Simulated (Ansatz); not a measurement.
# C2H7NS2: one species, many methods

An exercise on one series of results from a longer session: the logs are not shown, and one member is left open.

Program: Ansatz 0.2.0, Gaussian basis. Level of theory: functionals in def2-TZVPP, the program's frozen cores in correlated methods. These are calculated values, not measurements.

Levels to be run: LDA (SPW92), PBE-D4, revPBE-D4, BLYP-D4, r2SCAN-D4, B97M-V, PBE0-D4, B3LYP-D4, r2SCANh-D4, r2SCAN0-D4, HSE06-D4, BHLYP-D4, CAM-B3LYP-D4, LC-ωPBE, ωB97X-V, ωB97M-V, B2PLYP, PBE-QIDH; CCSD(T)/def2-SVP; CCSD(T)/def2-TZVPP; MP2/def2-QZVPP; extrapolation to the limit; RPA on PBE.

### The relaxed structure

The geometry comes from an earlier relaxation with PBE0-D4 in a triple-zeta def2 set; it is a stationary point, not always the lowest conformer.

SMILES `CNC(S)S`, 12 atoms, charge 0, spin multiplicity 1.

Atoms are counted from 1 here; the program's logs count them from 0.

Bond lengths: C1–N2 1.449 Å, C1–H6 1.097 Å, C1–H7 1.091 Å, C1–H8 1.090 Å, N2–C3 1.420 Å, N2–H9 1.012 Å, C3–S4 1.819 Å, C3–S5 1.859 Å, C3–H10 1.089 Å, S4–H11 1.345 Å, S5–H12 1.343 Å. Angles: N2–C1–H6 113.1°, N2–C1–H7 109.5°, N2–C1–H8 108.8°, H6–C1–H7 108.0°, H6–C1–H8 109.1°, H7–C1–H8 108.2°, C1–N2–C3 117.5°, C1–N2–H9 111.2°, C3–N2–H9 109.7°, N2–C3–S4 112.5°, N2–C3–S5 117.7°, N2–C3–H10 108.4°, S4–C3–S5 102.9°, S4–C3–H10 108.8°, S5–C3–H10 106.0°, C3–S4–H11 94.6°, C3–S5–H12 95.1°.

Set-up of the first run:

The input, in.yaml:

```yaml
crystal:
  periodic: [false, false, false]
  atoms:
    - {symbol: C, position_ang: [-1.413225, -0.279272, 0.401880]}
    - {symbol: N, position_ang: [-0.010431, -0.298285, 0.763400]}
    - {symbol: C, position_ang: [0.927726, 0.093509, -0.227807]}
    - {symbol: S, position_ang: [1.008584, -1.081059, -1.614814]}
    - {symbol: S, position_ang: [0.655390, 1.724219, -1.078717]}
    - {symbol: H, position_ang: [-1.763485, 0.712207, 0.087623]}
    - {symbol: H, position_ang: [-1.586685, -0.974618, -0.420329]}
    - {symbol: H, position_ang: [-2.000541, -0.611075, 1.258612]}
    - {symbol: H, position_ang: [0.154736, 0.223718, 1.614024]}
    - {symbol: H, position_ang: [1.910965, 0.156941, 0.235811]}
    - {symbol: H, position_ang: [0.902573, -2.173705, -0.838461]}
    - {symbol: H, position_ang: [1.291392, 2.452218, -0.147121]}
basis:
  gaussian: {orbitals: def2-TZVPP}
hamiltonian: {xc: lda}
output: {orbitals: {seedname: orbitals}}
```

Steps of the session up to this table: LDA; PBE-D4 (GGA); revPBE-D4 (GGA); BLYP-D4 (GGA); r2SCAN-D4 (meta-GGA); B97M-V (meta-GGA); PBE0-D4 (hybrid); B3LYP-D4 (hybrid); r2SCANh-D4 (hybrid); r2SCAN0-D4 (hybrid); HSE06-D4 (hybrid); BHLYP-D4 (hybrid); CAM-B3LYP-D4 (range-separated); LC-ωPBE (range-separated); ωB97X-V (range-separated); ωB97M-V (range-separated); B2PLYP (double hybrid); PBE-QIDH (double hybrid).

One table of the session follows, with a row left open; its other results are not shown here.

It belongs to the step «Frontier levels by functional». 

```
  functional  HOMO (eV)  gap (eV)
 LDA (SPW92)      -5.66      4.44
      PBE-D4      -5.52      4.50
   revPBE-D4      -5.47      4.54
     BLYP-D4      -5.39      4.46
   r2SCAN-D4      -5.80      5.07
      B97M-V      -5.92      5.10
     PBE0-D4      -6.82      6.73
    B3LYP-D4      -6.58      6.23
  r2SCANh-D4      -6.28      5.89
  r2SCAN0-D4          ?         ?
    HSE06-D4      -6.42      5.95
    BHLYP-D4      -8.00      8.80
CAM-B3LYP-D4      -8.15      9.08
     LC-ωPBE      -9.50     11.68
     ωB97X-V      -9.17     11.17
     ωB97M-V      -9.04     10.75
```

**Question.** Estimate the row for r2SCAN0-D4.

Worked estimate for «HOMO (eV)». Against the share of exact exchange, r2SCAN-D4 (0, -5.80), r2SCANh-D4 (0.1, -6.28) give a slope of -4.80 per unit share; at 0.25 the line stands at -7.00.

**Answer.** HOMO (eV): -7.00; gap (eV): 7.11. In «HOMO (eV)» the line misses by 0.00.
